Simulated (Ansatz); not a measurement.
System: hcp Mg. Method: PBE-D3(BJ) in Ansatz (PAW).

Numerical settings: plane-wave cutoff 500 eV, 30×30×14 k mesh (along the axes of the cell as run), Fermi–Dirac smearing 0.1 eV, scalar-relativistic PAW data made under PBE.

Computed at the level's own relaxed cell.

Q: What does this level give for the volume per atom, lattice constant a and c axis length?

A: 
- volume per atom = 21.74 Å³/atom
- lattice constant a = 3.139 Å
- c axis length = 5.097 Å

Measured, for comparison: lattice constant a 3.209 Å, lattice parameter c 5.210 Å (293 K, no zero-point or thermal correction; as tabulated in Wikipedia's data pages). Computed (rounded) less measured: lattice constant a -2.2 %, lattice parameter c -2.2 %.

The computed numbers hold no vibrational or temperature effects.

Cost on a shared machine: roughly 2.9 core-minutes.

Ansatz is an electronic-structure program.
